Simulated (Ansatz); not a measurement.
A nudged elastic band was laid between two geometries of H₅MgNSi (8 atoms, charge 0, multiplicity 1).

Method: RKS B3LYP-D4/def2-SVP (Ansatz).

```
movable images  : 7
climbing image  : yes
spring          : 5.0 eV/Å²
optimiser       : quadratic models (default)
start path      : IDPP
force threshold : 0.03 eV/Å
iteration limit : 39
end points      : relaxed
```

Initial state:

```xyz
8
Properties=species:S:1:pos:R:3
N -0.698 0.041 -0.427
Si 0.984 0.765 0.163
Mg 0.093 -1.514 0.845
H -0.765 -0.092 -1.439
H -1.515 0.601 -0.171
H 0.588 2.091 0.756
H 1.665 1.163 -1.120
H -0.351 -3.055 1.393
```

Final state:

```xyz
8
Properties=species:S:1:pos:R:3
N -1.147 0.640 -0.689
Si 0.456 0.529 0.045
Mg 0.700 -1.846 1.052
H -1.365 -0.013 -1.437
H -1.483 1.563 -0.955
H 0.454 1.566 1.134
H 1.583 0.973 -0.861
H 0.803 -3.413 1.712
```

Q: Which bonds break or form, and what moves?

A: Bonds broken: N1–Mg3. The dihedral H4–N1–Si2–H6 goes from 116 to -178°.

Q: Give the energies along the band, and the barrier.

A: The forces met the threshold. The highest image is number 4 of 0 to 8, 0.190 eV above the first end and 0.062 eV above the last; the last end lies 0.129 eV above the first. A vibrational analysis at the climbing image gives one clearly imaginary mode, 126i cm⁻¹: a first-order saddle point. The orbitals stay closed-shell, which can raise the energy where a bond breaks towards radicals; this wasn't checked here.

```json
{"image": "0", "path coordinate (Å)": "0.00", "energy (eV)": "0.000", "N1–Mg3 (Å)": "2.16", "dihedral H4–N1–Si2–H6 (°)": "116"}
{"image": "1", "path coordinate (Å)": "0.32", "energy (eV)": "0.009", "N1–Mg3 (Å)": "2.19", "dihedral H4–N1–Si2–H6 (°)": "134"}
{"image": "2", "path coordinate (Å)": "0.64", "energy (eV)": "0.078", "N1–Mg3 (Å)": "2.36", "dihedral H4–N1–Si2–H6 (°)": "146"}
{"image": "3", "path coordinate (Å)": "0.96", "energy (eV)": "0.164", "N1–Mg3 (Å)": "2.62", "dihedral H4–N1–Si2–H6 (°)": "154"}
{"image": "4", "path coordinate (Å)": "1.28", "energy (eV)": "0.190", "N1–Mg3 (Å)": "2.88", "dihedral H4–N1–Si2–H6 (°)": "162"}
{"image": "5", "path coordinate (Å)": "1.60", "energy (eV)": "0.177", "N1–Mg3 (Å)": "3.10", "dihedral H4–N1–Si2–H6 (°)": "168"}
{"image": "6", "path coordinate (Å)": "1.93", "energy (eV)": "0.154", "N1–Mg3 (Å)": "3.27", "dihedral H4–N1–Si2–H6 (°)": "173"}
{"image": "7", "path coordinate (Å)": "2.26", "energy (eV)": "0.136", "N1–Mg3 (Å)": "3.42", "dihedral H4–N1–Si2–H6 (°)": "178"}
{"image": "8", "path coordinate (Å)": "2.58", "energy (eV)": "0.129", "N1–Mg3 (Å)": "3.55", "dihedral H4–N1–Si2–H6 (°)": "-178"}
```

Q: What is the geometry of the highest image?

A: 
```xyz
8
Properties=species:S:1:pos:R:3
N -0.927 0.318 -0.538
Si 0.757 0.654 0.022
Mg 0.503 -1.674 0.971
H -1.005 -0.192 -1.419
H -1.601 1.084 -0.565
H 0.568 1.754 1.029
H 1.630 1.273 -1.041
H 0.074 -3.216 1.542
```

Q: What are the harmonic wavenumbers there?

A: 126i, 280, 315, 355, 367, 393, 573, 664, 725, 788, 911, 955, 1555, 1607, 2122, 2157, 3499, 3585 cm⁻¹.

The run took 6.5 min on 1 thread of Intel(R) Xeon(R) Processor @ 2.50GHz (Skylake/Cascade Lake), with other jobs on the host, peak memory 0.17 GiB.
